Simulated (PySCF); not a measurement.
HBAl⁺, triplet: reading a ladder of total energies

Geometry: that of the HBAl, doublet, kept fixed. The singlet lies 0.3 eV lower here.

```xyz
3

B     0.0000   -0.0920    0.3143
Al    0.0000   -0.0334   -1.8050
H     0.0000    0.1253    1.4907
```

Basis 6-31G; PySCF 2.14.0. Correlated methods freeze the noble-gas cores, which leaves 6 electrons in 18 orbitals. Prefix R: restricted or restricted open-shell reference; prefix U: unrestricted.

Full CI is exact within this basis and frozen core; it isn't the basis-set limit. The frozen core follows each run's orbitals, which can shift R against U totals by a few meV.

UCCSD has a T1 diagnostic of 0.031 and a largest doubles amplitude of 0.09.

Restricted and unrestricted runs freeze slightly different cores, so the step to full CI, which has another core, is uncertain by up to 0.1 kcal/mol.

| level | total energy (hartree) |
| --- | --- |
| UHF | -266.782872 |
| UMP2 | -266.830797 |
| UCCSD | -266.853282 |
| UCCSD(T) | -266.854921 |
| UCCSDT | -266.855741 |
| full CI | -266.855828 |

**Question.** What is the correlation energy at full CI, and what share of it do UMP2 and UCCSDT recover?

**Answer.** E(corr) = -266.855828 − (-266.782872) = -0.072956 hartree = -1.985 eV. UMP2: -0.047925 / -0.072956 = 65.69 %. UCCSDT: -0.072869 / -0.072956 = 99.88 %.

**Question.** By how many kcal/mol does UCCSD(T) miss full CI (1 hartree = 627.509 kcal/mol), and which steps make up the rest?

**Answer.** -266.854921 − (-266.855828) = 0.000907 hartree = 0.57 kcal/mol. Steps: UCCSDT − UCCSD(T) = -0.51, full CI − UCCSDT = -0.05 kcal/mol. That is within 1 kcal/mol of the reference in this basis, which itself misses far more of the correlation at the basis-set limit.
